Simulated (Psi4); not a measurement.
# C2H3F+ (SMILES [CH2][CH+]F), step by step, part 1 of 2

Wanted: a geometry optimisation (UBLYP-D3(BJ)/6-31G), then the harmonic vibrations, then a single-point energy (UCCSD(T)/cc-pVDZ) of C2H3F+. 

The calculation is run with Psi4 1.11.

### 1 The molecule

The species is C2H3F+ (6 atoms), meant as a doublet with charge +1. As SMILES, `[CH2][CH+]F`. Geometry: relaxed at GFN2-xTB. This is one conformer, not always the lowest. The run starts from this shape.

Bond lengths: C1–C2 1.360 Å, C2–F3 1.280 Å, C1–H4 1.096 Å, C1–H5 1.089 Å, C2–H6 1.105 Å. Angles: C1–C2–F3 124.7°, C1–C2–H6 122.0°, F3–C2–H6 113.2°, C2–C1–H4 122.0°, C2–C1–H5 122.1°, H4–C1–H5 115.8°.

### 2 A geometry optimisation at UBLYP-D3(BJ)/6-31G (density fitting) (run 1)

Contents of c2h3f.xyz:

```xyz
6
C2H3F
C     -0.480680     0.249980    -0.453480
C      0.478630    -0.197740     0.400480
F      0.828510    -1.422560     0.525540
H     -1.306900    -0.389170    -0.783880
H     -0.513400     1.283180    -0.797340
H      0.993850     0.476310     1.108680
```

Contents of run.py:

```python
import psi4

psi4.set_memory('1600 MB')
psi4.set_num_threads(1)
psi4.core.set_output_file('psi4.out', False)

with open('c2h3f.xyz') as f:
    atoms = ''.join(f.readlines()[2:])
m = psi4.geometry('1 2\n' + atoms + '')

options = {'basis': '6-31G', 'reference': 'uks', 'geom_maxiter': 60}
psi4.set_options(options)

result = psi4.optimize('blyp-d3bj2b', molecule=m)
print(f'total energy {result:.8f} hartree = {result * 27.211386:.5f} eV')
print(m.to_string(dtype='xyz', units='Angstrom'))
```

Run with:

```sh
$ python run.py
```

psi4.out:

```text
gradient() will perform analytic gradient computation.

   => Loading Basis Set <=

    Name: 6-31G
    Role: ORBITAL
    Keyword: BASIS

   => BLYP-D3(BJ): Empirical Dispersion <=

        s6 =       1.000000
        s8 =       2.699600
        a1 =       0.429800
        a2 =       4.235900

         ---------------------------------------------------------
                                   SCF
                              UKS Reference
                        1 Threads,   1525 MiB Core
         ---------------------------------------------------------

  ==> Geometry <==

    Molecular point group: c1
    Full point group: C1

    Geometry (in Angstrom), charge = 1, multiplicity = 2:

       Center              X                  Y                   Z               Mass
    ------------   -----------------  -----------------  -----------------  -----------------
         C           -0.804066410319     0.793600698486    -0.646261857085    12.000000000000
         C            0.155243589681     0.345880698486     0.207698142915    12.000000000000
         F            0.505123589681    -0.878939301514     0.332758142915    18.998403162730
         H           -1.630286410319     0.154450698486    -0.976661857085     1.007825032230
         H           -0.836786410319     1.826800698486    -0.990121857085     1.007825032230
         H            0.670463589681     1.019930698486     0.915898142915     1.007825032230

  Running in c1 symmetry.

  Rotational constants: A =      2.27193  B =      0.35040  C =      0.30649 [cm^-1]
  Rotational constants: A =  68110.71000  B =  10504.73669  C =   9188.26461 [MHz]
  Nuclear repulsion =   67.914506178827054

  Charge       = 1
  Multiplicity = 2
  Electrons    = 23
  Nalpha       = 12
  Nbeta        = 11

  ==> Algorithm <==

  SCF Algorithm Type is DF.
  DIIS enabled.
  MOM disabled.
  Fractional occupation disabled.
  Guess Type is SAD.
  Energy threshold   = 1.00e-08
  Density threshold  = 1.00e-08
  Integral threshold = 1.00e-12

  ==> Primary Basis <==

  Basis Set: 6-31G
    Blend: 6-31G
    Number of shells: 21
    Number of basis functions: 33
    Number of Cartesian functions: 33
    Spherical Harmonics?: false
    Max angular momentum: 1

  ==> DFT Potential <==

   => LibXC <=

    Version 7.1.2

   => Composite Functional: BLYP-D3BJ2B <=

    BLYP GGA Exchange-Correlation Functional

    Deriv               =              1
    GGA                 =           TRUE
    Meta                =          FALSE

    Exchange Hybrid     =          FALSE
    MP2 Hybrid          =          FALSE

   => Exchange Functionals <=

    1.0000     XC_GGA_X_B88

   => Correlation Functionals <=

    1.0000     XC_GGA_C_LYP

   => LibXC Density Thresholds  <==

    XC_GGA_C_LYP:  1.00E-14
    XC_GGA_X_B88:  1.00E-15

   => Molecular Quadrature <=

    Radial Scheme          =       TREUTLER
    Pruning Scheme         =           NONE
    Nuclear Scheme         =       TREUTLER

    Blocking Scheme        =         OCTREE
    BS radius alpha        =              1
    Pruning alpha          =              1
    Radial Points          =             75
    Spherical Points       =            302
    Total Points           =         129620
    Total Blocks           =           1029
    Max Points             =            256
    Max Functions          =             33
    Weights Tolerance      =       1.00E-15

   => Loading Basis Set <=

    Name: (6-31G AUX)
    Role: JKFIT
    Keyword: DF_BASIS_SCF

  ==> Integral Setup <==

  DFHelper Memory: AOs need 0.004 GiB; user supplied 1.006 GiB.
  SCF_SUBTYPE=INCORE selected. In-core MEM_DF algorithm will be used.
  Using in-core AOs.

  ==> MemDFJK: Density-Fitted J/K Matrices <==

    J tasked:                   Yes
    K tasked:                    No
    wK tasked:                   No
    Memory [MiB]:              1029
    Algorithm:                 Core
    Schwarz Cutoff:           1E-12
    Mask sparsity (%):       0.1837
    Fitting Condition:        1E-10

   => Auxiliary Basis Set <=

  Basis Set: (6-31G AUX)
    Blend: CC-PVDZ-JKFIT
    Number of shells: 99
    Number of basis functions: 318
    Number of Cartesian functions: 318
    Spherical Harmonics?: false
    Max angular momentum: 3

  Cached 100.0% of DFT collocation blocks in 0.112 [GiB].

  Minimum eigenvalue in the overlap matrix is 8.4917585186E-03.
  Reciprocal condition number of the overlap matrix is 2.0120383170E-03.
    Using symmetric orthogonalization.

  ==> Pre-Iterations <==

  SCF Guess: Superposition of Atomic Densities via on-the-fly atomic UHF (no occupation information).

   -------------------------
    Irrep   Nso     Nmo
   -------------------------
     A         33      33
   -------------------------
    Total      33      33
   -------------------------

  ==> Iterations <==

                           Total Energy        Delta E     RMS |[F,P]|

[... 1 line left out ...]
   @DF-UKS iter   1:  -177.28496073130421    1.35189e-01   1.16176e-02 DIIS/ADIIS
[... 5 lines left out ...]
   @DF-UKS iter   7:  -177.36796403567553   -5.56575e-06   1.46531e-05 DIIS
[... 5 lines left out ...]
  Energy and wave function converged.
[... 52 lines left out ...]
    Final Occupation by Irrep:
[... 14 lines left out ...]
    Empirical Dispersion Energy =          -0.0051672485689157
[... 102 lines left out ...]
    Weights Tolerance      =       1.00E-15
[... 182 lines left out ...]
                           Total Energy        Delta E     RMS |[F,P]|
[... 6 lines left out ...]
   @DF-UKS iter   5:  -177.37544257265068   -1.34194e-05   5.56152e-05 DIIS
[... 5 lines left out ...]
   @DF-UKS iter  11:  -177.37544433071025   -5.68434e-14   1.77091e-09 DIIS
[... 13 lines left out ...]
   @S   Observed:                5.000000000E-01
[... 15 lines left out ...]
    DFT Exchange-Correlation Energy =     -21.9623136031677468
[... 28 lines left out ...]
 Dipole Z            :          1.0050623           -1.3789609           -0.3738985
[... 175 lines left out ...]
    Weights Tolerance      =       1.00E-15
[... 25 lines left out ...]
   @DF-UKS iter   4:  -177.37729267371202   -2.96054e-05   1.10679e-04 DIIS/ADIIS
[... 5 lines left out ...]
   @DF-UKS iter  10:  -177.37729914275306   -4.83169e-13   9.37924e-09 DIIS
[... 13 lines left out ...]
   @S   Observed:                5.000000000E-01
[... 15 lines left out ...]
    DFT Exchange-Correlation Energy =     -21.9516883820819935
[... 28 lines left out ...]
 Dipole Z            :          1.0515778           -1.4517076           -0.4001298
[... 175 lines left out ...]
    Weights Tolerance      =       1.00E-15
[... 25 lines left out ...]
   @DF-UKS iter   4:  -177.37799394507479   -5.13105e-06   6.47349e-05 DIIS
[... 5 lines left out ...]
   @DF-UKS iter  10:  -177.37799628054395   -1.70530e-13   4.48252e-09 DIIS
[... 13 lines left out ...]
   @S   Observed:                5.000000000E-01
[... 15 lines left out ...]
    DFT Exchange-Correlation Energy =     -21.9513806264508702
[... 28 lines left out ...]
 Dipole Z            :          1.1034230           -1.5402936           -0.4368705
[... 175 lines left out ...]
    Weights Tolerance      =       1.00E-15
[... 25 lines left out ...]
   @DF-UKS iter   4:  -177.37820043414007   -6.57992e-07   3.47904e-05 DIIS
[... 5 lines left out ...]
  Energy and wave function converged.
[... 14 lines left out ...]
    Final Occupation by Irrep:
[... 14 lines left out ...]
    Empirical Dispersion Energy =          -0.0051362505529167
[... 71 lines left out ...]
    Weights Tolerance      =       1.00E-15
[... 151 lines left out ...]
                           Total Energy        Delta E     RMS |[F,P]|
[... 6 lines left out ...]
   @DF-UKS iter   5:  -177.37822993807958   -1.29243e-07   3.11026e-06 DIIS
[... 13 lines left out ...]
   @Spin Contamination Metric:   1.213880635E-03
[... 12 lines left out ...]
  @DF-UKS Final Energy:  -177.37822994521903
[... 8 lines left out ...]
    VV10 Nonlocal Energy =                  0.0000000000000000
[... 120 lines left out ...]
	                                 ==> Convergence Check <==
[... 103 lines left out ...]
   @DF-UKS iter   0:  -177.37899951034925   -1.77379e+02   2.97655e-04
[... 5 lines left out ...]
   @DF-UKS iter   6:  -177.37823800273438   -1.23367e-09   5.96483e-07 DIIS
[... 13 lines left out ...]
   @S^2 Observed:                7.512139496E-01
[... 15 lines left out ...]
    One-Electron Energy =                -366.3362873616704860
[... 28 lines left out ...]
 Dipole X            :          1.2154811           -1.6899021           -0.4744210
[... 102 lines left out ...]
	   Step    Total Energy     Delta E     Max Force     RMS Force      Max Disp      RMS Disp
[... 98 lines left out ...]
   @DF-UKS iter   2:  -177.37823833871809    2.24337e-07   2.46358e-05 DIIS
[... 5 lines left out ...]
   @DF-UKS iter   8:  -177.37823860669258   -2.84217e-14   1.32885e-09 DIIS
[... 13 lines left out ...]
   @S   Observed:                5.000000000E-01
[... 53 lines left out ...]
    DFT Exchange-Correlation Energy =     -21.9540046456561377
    Empirical Dispersion Energy =          -0.0051359294851602
    VV10 Nonlocal Energy =                  0.0000000000000000
    Total Energy =                       -177.3782386066925767

  UHF NO Occupations:
  HONO-2 :   10  A 1.9998867
  HONO-1 :   11  A 1.9996852
  HONO-0 :   12  A 1.0000000
  LUNO+0 :   13  A 0.0003148
  LUNO+1 :   14  A 0.0001133
  LUNO+2 :   15  A 0.0000784
  LUNO+3 :   16  A 0.0000778

Computation Completed

Properties will be evaluated at   0.000000,   0.000000,   0.000000 [a0]

Properties computed using the SCF density matrix

 Multipole Moments:

 ------------------------------------------------------------------------------------
     Multipole            Electronic (a.u.)      Nuclear  (a.u.)        Total (a.u.)
 ------------------------------------------------------------------------------------

 L = 1.  Multiply by 2.5417464519 to convert [e a0] to [Debye]
 Dipole X            :          1.2155671           -1.6903172           -0.4747502
 Dipole Y            :         -2.2788786            3.6763465            1.3974679
 Dipole Z            :          1.1716046           -1.6578909           -0.4862863
 Magnitude           :                                                    1.5539558

 ------------------------------------------------------------------------------------

	total time  =          1 seconds =       0.02 minutes

         ------------------------------------------------------------
                                   SCF GRAD
         ------------------------------------------------------------

  ==> Geometry <==

    Molecular point group: c1
    Full point group: C1

    Geometry (in Angstrom), charge = 1, multiplicity = 2:

       Center              X                  Y                   Z               Mass
    ------------   -----------------  -----------------  -----------------  -----------------
         C           -0.771812135373     0.812577783397    -0.708539628548    12.000000000000
         C            0.245293325409     0.394775221837     0.188179465948    12.000000000000
         F            0.406514742793    -0.921445898125     0.401079970312    18.998403162730
         H           -1.410126801123     0.078547245151    -1.213768016424     1.007825032230
         H           -0.920757808518     1.880955054285    -0.896376697302     1.007825032230
         H            0.936887426928     1.034831544137     0.745267893548     1.007825032230

  Nuclear repulsion =   65.953304064214649

   => Molecular Quadrature <=

    Radial Scheme          =       TREUTLER
    Pruning Scheme         =           NONE
    Nuclear Scheme         =       TREUTLER

    Blocking Scheme        =         OCTREE
    BS radius alpha        =              1
    Pruning alpha          =              1
    Radial Points          =             75
    Spherical Points       =            302
    Total Points           =         129691
    Total Blocks           =           1025
    Max Points             =            256
    Max Functions          =             33
    Weights Tolerance      =       1.00E-15

  -Total Gradient:
     Atom            X                  Y                   Z
    ------   -----------------  -----------------  -----------------
       1        0.000177423013    -0.000063965656     0.000033640310
       2       -0.000058213696     0.000068940818     0.000004813646
       3        0.000035637530    -0.000075984179     0.000025000719
       4       -0.000019076715    -0.000023747752     0.000027969596
       5       -0.000037166319    -0.000035162147     0.000009114776
       6        0.000023523266    -0.000023751339     0.000012526194

	total time  =          1 seconds =       0.02 minutes

    			-----------------------------------------

    			 OPTKING 3.0: for geometry optimizations

    			        with contributions from

    			-----------------------------------------

	                            ===> Fragment 1 <==

	 Z (Atomic Numbers)          Masses                          Geom
	       6.000000            12.000000         -1.45851356  1.53554947 -1.33894585
	       6.000000            12.000000          0.46353721  0.74601705  0.35560765
	       9.000000            18.998403          0.76820153 -1.74128039  0.75793130
	       1.000000             1.007825         -2.66475346  0.14843278 -2.29368913
	       1.000000             1.007825         -1.73998009  3.55448991 -1.69390646
	       1.000000             1.007825          1.77046065  1.95554820  1.40835221

	 - Coordinate -           - BOHR/RAD -       - ANG/DEG -
	 R(1,2)           =         2.681259           1.418861
	 R(1,4)           =         2.071387           1.096131
	 R(1,5)           =         2.069140           1.094942
[... 11 lines of this table left out ...]
	 D(5,1,2,6)       =        -0.000683          -0.039113

	        --- Internal Coordinate Step in ANG or DEG, aJ/ANG or AJ/DEG ---
	-------------------------------------------------------------------------------
	           Coordinate      Previous         Force          Change          New
	           ----------      --------        ------          ------        ------
	               R(1,2)       1.41886        0.00055        0.00010       1.41896
	               R(1,4)       1.09613       -0.00010       -0.00004       1.09609
	               R(1,5)       1.09494       -0.00004       -0.00001       1.09493
[... 11 lines of this table left out ...]
	           D(5,1,2,6)      -0.03911        0.00000        0.04856       0.00945
	-------------------------------------------------------------------------------

	                                 ==> Convergence Check <==

	Measures of convergence in internal coordinates in au.

	Criteria marked as inactive (o), active & met (*), and active & unmet ( ).

	----------------------------------------------------------------------------------------------
	   Step    Total Energy     Delta E     Max Force     RMS Force      Max Disp      RMS Disp
	----------------------------------------------------------------------------------------------
	  Convergence Criteria     1.00e-06 *    3.00e-04 *             o    1.20e-03 *             o
	----------------------------------------------------------------------------------------------
	     8    -177.37823861   -6.04e-07 *    6.68e-05 *    3.19e-05 o    1.25e-03      5.00e-04 o  ~
	----------------------------------------------------------------------------------------------

Next Geometry in Ang
	Fragment 1 (Ang)

	    C  -0.7722038281   0.8125453688  -0.7082473494
	    C   0.2452851770   0.3947040144   0.1881747394
	    F   0.4065518889  -0.9214215168   0.4011861656
	    H  -1.4100069911   0.0785342376  -1.2140553658
	    H  -0.9205274450   1.8809670507  -0.8962832302
	    H   0.9368999486   1.0349117960   0.7450680280

    Final optimized geometry and variables:
    Molecular point group: c1
    Full point group: C1

    Geometry (in Angstrom), charge = 1, multiplicity = 2:

    C           -0.771812135373     0.812577783397    -0.708539628548
    C            0.245293325409     0.394775221837     0.188179465948
    F            0.406514742793    -0.921445898125     0.401079970312
    H           -1.410126801123     0.078547245151    -1.213768016424
    H           -0.920757808518     1.880955054285    -0.896376697302
    H            0.936887426928     1.034831544137     0.745267893548

[set-up sections that repeat, and orbital energies of the middle runs, are left out above]
```

The script printed:

```text
Some dependencies such as QCElemental have not yet finished migration to pydantic v2. If issues are encountered please downgrade pydantic or upgrade QCElemental as appropriate
	Previous geometry is closer to target in internal coordinates, so using that one.

	Best geometry has RMS(Delta(q)) = 7.03e-06

Optimizer: Optimization complete!
total energy -177.37823861 hartree = -4826.70772 eV
6
1 2 C2FH3
C                    -0.771812135373     0.812577783397    -0.708539628548
C                     0.245293325409     0.394775221837     0.188179465948
F                     0.406514742793    -0.921445898125     0.401079970312
H                    -1.410126801123     0.078547245151    -1.213768016424
H                    -0.920757808518     1.880955054285    -0.896376697302
H                     0.936887426928     1.034831544137     0.745267893548
```

It took 20 s on 1 thread of Intel Xeon 6975P-C (Granite Rapids), shared host; peak memory 0.36 GiB.

Steps, from the record of the run:

```
step  energy from the first frame kept (eV)  largest force (eV/Å)
   0                                 0.0000                3.6139
   1                                -0.2035                1.0992
   2                                -0.2540                0.2580
   3                                -0.2730                0.1991
   4                                -0.2786                0.1479
   5                                -0.2793                0.0811
   6                                -0.2796                0.0233
   7                                -0.2796                0.0098
```

After the run. Bond lengths: C1–C2 1.419 Å, C2–F3 1.343 Å, C1–H4 1.096 Å, C1–H5 1.095 Å, C2–H6 1.095 Å. Angles: C1–C2–F3 118.3°, C1–C2–H6 127.0°, F3–C2–H6 114.6°, C2–C1–H4 120.8°, C2–C1–H5 119.6°, H4–C1–H5 119.7°.

(Continued in part 2 of 2.)
